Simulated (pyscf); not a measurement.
Four-centre exchange: H₂N–SiH: [singlet] + HCl → H₂N–SiH: [singlet] + HCl

Gas phase, singlet surface, charge 0. Bonds broken: N1–H7, H3–Cl6. Bonds formed: N1–H3, Cl6–H7. Structures and frequencies: ωB97X-D3(BJ)/def2-SVP in PySCF. Correlated levels are frozen-core, on RHF or UHF. ΔMP2 is the change of the MP2 total energy from the triple- to the quadruple-zeta basis.

Transition state (Å):

```xyz
7

N      0.7808    -0.1492     0.6981
Si     2.5017    -0.3114     0.0360
H      0.7454    -0.2536     1.7714
H      0.0094    -0.6377     0.2374
H      3.0107     0.5972     1.1323
Cl     0.6110     1.4466     2.8955
H      0.5305     0.8728     0.9366
```

One imaginary mode, 649i cm⁻¹; descent along it reached the two sides named.

```tsv
bond	change	reactant side (Å)	saddle	product side
N1–H7	breaks	1.017	1.079	2.180
H3–Cl6	breaks	1.294	2.043	3.7
N1–H3	forms	2.180	1.079	1.017
Cl6–H7	forms	3.7	2.043	1.294
```

Electronic energies relative to the separated reactants (kcal/mol):

```csv
level,barrier,reaction energy,reverse barrier
ωB97X-D3(BJ)/def2-TZVP,26.4,0.0,26.4
PBE/def2-TZVP,24.0,0.0,24.0
r²SCAN/def2-TZVP,25.2,0.0,25.2
B3LYP-D3(BJ)/def2-TZVP,24.6,0.0,24.6
PBE0-D3(BJ)/def2-TZVP,24.1,0.0,24.1
M06-2X/def2-TZVP,25.4,0.0,25.4
ωB97M-D3(BJ)/def2-TZVP,26.2,0.0,26.2
HF/def2-TZVP,33.1,0.0,33.1
MP2/def2-QZVPP,26.3,0.0,26.3
CCSD/def2-TZVPP,29.9,0.0,29.9
CCSD(T)/def2-TZVPP,29.2,0.0,29.2
CCSD(T)/def2-TZVPP + ΔMP2(QZVPP),27.5,0.0,27.5
```

With CCSD(T)/def2-TZVPP + ΔMP2(QZVPP) energies and thermal terms (ideal gas, 1 atm, RRHO with modes under 100 cm⁻¹ raised to 100, one conformer, R ln 2 for chiral ones without a mode under 150 cm⁻¹), in kcal/mol:

```
T (K)   ΔH‡   ΔG‡   ΔH   ΔG
-----  ----  ----  ---  ---
298    28.4  37.5  0.0  0.0
600    28.0  47.0  0.0  0.0
900    27.9  56.6  0.0  0.0
1200   28.1  66.1  0.0  0.0
```

The same reactants have a lower exit, to :HSi–Cl [singlet] + NH₃ (barrier +2.9 kcal/mol at ωB97M-D3(BJ), against +26.2 kcal/mol here). This is the saddle that the search found; another between the same sides may lie lower. The CCSD(T) − MP2 part came from Ansatz, without density fitting, on the same reference.
